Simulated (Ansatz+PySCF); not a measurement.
## singlet CH₃BO: levels of theory in one basis

```xyz
6

B     0.0000    0.0000   -1.3364
C     0.0000    0.0000    0.1827
O     0.0000    0.0000    1.3146
H     0.0000   -1.1811   -1.6437
H    -1.0229    0.5906   -1.6437
H     1.0229    0.5906   -1.6437
```

Basis set: def2-SVP (spherical functions). Correlated methods keep 3 orbitals frozen. Charge 0, multiplicity 1.

Computed with Ansatz (development build ahead of 0.2.0); each method stands on the lowest determinant of its kind that the runs found. NEVPT2 correlates all electrons. Active spaces start from the frontier orbitals, and the lowest solution found is given.

| method | E − E(RHF) (eV) | <S²> of the determinant |
| --- | --- | --- |
| RHF | 0.00 | 0.00 |
| RHF-MP2 | -11.13 | – |
| RHF-CCSD | -11.74 | – |
| CASSCF(2,2) | -0.65 | – |
| SC-NEVPT2(2,2) | -11.27 | – |

**Question.** What does RHF-CCSD(T) give on the same scale?

**Answer.** -12.16 eV.

**Question.** Is a single determinant a sound starting point here?

**Answer.** By this sign, yes. Unrestricted orbitals gain 0.00 eV and <S²> is 0.00 against 0.00 for a pure state. The CASSCF(2,2) natural occupations are 1.96, 0.04.

Caution for CASSCF(2,2), SC-NEVPT2(2,2): other starts end on other solutions of this active space.
